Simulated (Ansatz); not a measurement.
Process, species as SMILES: C#C (C2H2) → [C-]#C + H+
B3LYP-D3(BJ)/def2-TZVP geometries, fixed; electronic energies without zero-point terms.
Largest species:
```xyz
4

C      0.0000     0.0000    -0.5984
C      0.0000     0.0000     0.5984
H      0.0000     0.0000     1.6611
H      0.0000     0.0000    -1.6611
```

Effect of a fitting basis named in the input at r2SCAN/def2-TZVPP with Ansatz (an electronic-structure program), against the last row, where the deprotonation energy is 386.66 kcal/mol. The default fits or decomposes integrals by the program's own choice; accuracy: high also tightens integrals, grids and stops.

| setting | largest shift of a total energy (mEh) | shift of the deprotonation energy (kcal/mol) |
|---|---|---|
| fitting: def2-SV(P)-JKFIT | -0.033 | 0.009 |
| fitting: def2-universal-JKFIT | -0.033 | 0.009 |
| fitting: cc-pVTZ-JKFIT | -0.014 | 0.002 |
| fitting: cc-pVQZ-JKFIT | -0.006 | 0.000 |
| fitting: cc-pV5Z-JKFIT | -0.006 | 0.000 |
| fitting: def2-universal-JFIT | -0.046 | 0.012 |
| accuracy: high | 0.001 | 0.000 |
| accuracy: medium (default) | 0.000 | 0.000 |

Within 0.02 kcal/mol in the deprotonation energy: fitting: def2-SV(P)-JKFIT; fitting: def2-universal-JKFIT; fitting: cc-pVTZ-JKFIT; fitting: cc-pVQZ-JKFIT; fitting: cc-pV5Z-JKFIT; fitting: def2-universal-JFIT; accuracy: high. The largest shift is 0.046 mEh in a total energy and 0.012 kcal/mol in the difference.
